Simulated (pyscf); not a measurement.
Optimised with ωB97X-D3(BJ)/def2-SVP in PySCF.

Problem. For `[O][B]([F])[F]` [doublet] + `[H][H]` -> `[OH][B]([F])[F]` + `[H]` [doublet], a hydrogen abstraction (doublet surface; H–H broken, H–O formed), PBE/def2-TZVP gives ΔE‡ = -10.0 kJ/mol and ΔE = -73.3 kJ/mol (zero: the separated reactants). In which direction and how far do B3LYP-D3(BJ)/def2-TZVP, PBE0-D3(BJ)/def2-TZVP, ωB97M-D3(BJ)/def2-TZVP move these?

Solution. B3LYP-D3(BJ): ΔE‡ = 7.8 kJ/mol, ΔE = -53.3 kJ/mol; PBE0-D3(BJ): ΔE‡ = 7.5 kJ/mol, ΔE = -73.5 kJ/mol; ωB97M-D3(BJ): ΔE‡ = 19.1 kJ/mol, ΔE = -69.5 kJ/mol. PBE's barrier lies under all of them, by 17.5 to 29.1 kJ/mol. Its reaction energy matches one of them and lies within 20.0 kJ/mol of the others. At PBE this geometry lies under the reactants; that is no barrier but a single point on another level's saddle; such a level's own saddle, if it has one, lies nearer that side and is low. This is the saddle that the search found; another between the same sides may lie lower. The angle at the transferred H is 161°.
